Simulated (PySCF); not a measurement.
## Sound and unsound settings

Molecule: `C/C=C/CF`, C₄H₇F; geometry GFN2-xTB.

Geometry (Å), atoms numbered from 1 in this order:
```xyz
12

C    -1.948   -0.166   -0.043
C    -0.514    0.010   -0.409
C     0.488   -0.018    0.453
C     1.930    0.157    0.094
F     2.113    0.351   -1.253
H    -2.064   -0.320    1.027
H    -2.519    0.712   -0.340
H    -2.365   -1.023   -0.571
H    -0.311    0.170   -1.459
H     0.321   -0.177    1.510
H     2.514   -0.732    0.366
H     2.356    1.034    0.599
```

All runs: PySCF 2.14.0 with density-fitted response routines, non-relativistic, gas phase unless a solvent (IEF-PCM) is named; grid level 2, GIAOs and SCF threshold 1e-9 unless changed. The yardstick, PBE0/pcSseg-1, gives these isotropic shieldings σ (ppm, equivalent atoms averaged): C3 53.7, C2 55.2, C4 100.6, C1 164.9, F5 431.7, H9 25.53, H11/H12 26.45.

**Question.** What do these inputs give? (1) B3LYP/def2-TZVP; grid level 4; level_shift 0.3; (2) PBE0/LANL2DZ; max_cycle 58; charge 4; scale 1.89; altered: charge 4, scale 1.89

**Answer.** 
| run | outcome | functions | wall time | C3 | C2 | C4 | C1 | F5 | H9 | H11/H12 |
| --- | --- | --- | --- | --- | --- | --- | --- | --- | --- | --- |
| 1 | converged | 197 | 36 s | 51.6 | 53.4 | 96.5 | 162.9 | 424.7 | 25.77 | 26.84 |
| 2 | not converged | 59 | 6.1 s | – | – | – | – | – | – | – |

Times are on 1 thread of an Arm Neoverse V1, shared host.

**Question.** Comment on the technical settings and failures.

**Answer.** 
- Run 1: The functional and orbital basis differ from the yardstick's, which in itself moves the values. The level shift changes the path of the SCF (11 cycles), not the solution, provided the same state is reached.
- Run 2: Charge 4 and multiplicity 1 describe another species than the intended molecule, on its geometry. All coordinates were scaled by 1.89, as happens with a wrong length unit (bohr read as Å or the reverse). The SCF stopped after 58 cycles without meeting its threshold and the cycle limit at 58, so no response property followed.

Run 2 was set up unsoundly or failed; its numbers aren't to be quoted as properties of the molecule.
